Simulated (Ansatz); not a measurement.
A made-up structure of Si2NH6 (charge +1), singlet:

Si1  (-0.761, 0.644, -0.939)
N2  (0.283, 0.613, 0.044)
Si3  (0.477, -0.779, 0.723)
H4  (-1.669, -0.590, -1.343)
H5  (-0.753, 1.889, -1.377)
H6  (0.907, 1.476, 0.316)
H7  (1.904, -1.031, 0.262)
H8  (-0.534, -1.863, 0.167)
H9  (0.147, -0.358, 2.147)
(Å)

It is relaxed with PBE-D4/def2-SVP and then PBE0-D4/def2-TZVP (Ansatz 0.2.0). Atoms count as bonded within 1.22 times the sum of their covalent radii (H–H: 0.88 Å). The end point is not checked to be a true minimum.

(1) Does its bonding change? (A judgement: the text doesn't fix the answer.)

Results:

(1) The calculation gives: Yes. Formed: none; broken: Si1–Si3.

Where it ends: The first stage lowers the energy by 4.15 eV in 9 steps. It ends as Si₂NH₆ ([SiH2][NH][SiH3]), total charge +1:
| atom | x (Å) | y (Å) | z (Å) |
| --- | --- | --- | --- |
| Si1 | -0.9076 | 0.8382 | -1.1452 |
| N2 | 0.2340 | 0.6008 | 0.0031 |
| Si3 | 0.6143 | -0.9268 | 0.9036 |
| H4 | -1.7480 | -0.3056 | -1.5190 |
| H5 | -1.0502 | 2.1684 | -1.7536 |
| H6 | 0.8089 | 1.4026 | 0.2519 |
| H7 | 2.0161 | -1.2562 | 0.5856 |
| H8 | -0.3572 | -1.8892 | 0.3426 |
| H9 | 0.3896 | -0.6321 | 2.3310 |

Labels in which every atom is bracketed show which atoms are joined, not bond orders.

For scale, one of the runs: PBE0-D4/def2-TZVP relaxation, 141 basis functions, launched by `ansatz run in.yaml --threads 2 --pin off --events-out ev --progress --plain --max-ram 4352MiB`. Hardware: 2 CPU threads of an Intel Xeon, shared host. Wall time about 20 s.
